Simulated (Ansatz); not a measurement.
**TO phonon frequency at L of zinc-blende AlN (metastable phase) at several levels of theory**

No measured value is used here.

```tsv
level (code)	value (cm⁻¹)	cell (Å³/atom)
LDA (Ansatz)	655	10.24
BLYP (Ansatz)	610	10.83
PBE (Ansatz)	625	10.67
PBE-D3(BJ) (Ansatz)	646	10.45
r²SCAN+rVV10 (Ansatz)	656	10.39
HSE06 (Ansatz)	655	10.40
PBE0 (Ansatz)	654	10.39
```

PBE-D3(BJ): the dispersion coefficients are held fixed in the derivatives. Each level is taken at its own relaxed cell. Cutoffs and k meshes differ between the levels. Ansatz's density-functional and Hartree–Fock values are scalar-relativistic unless marked +SOC, with PAW data made under PBE.

Ansatz is a first-principles code.
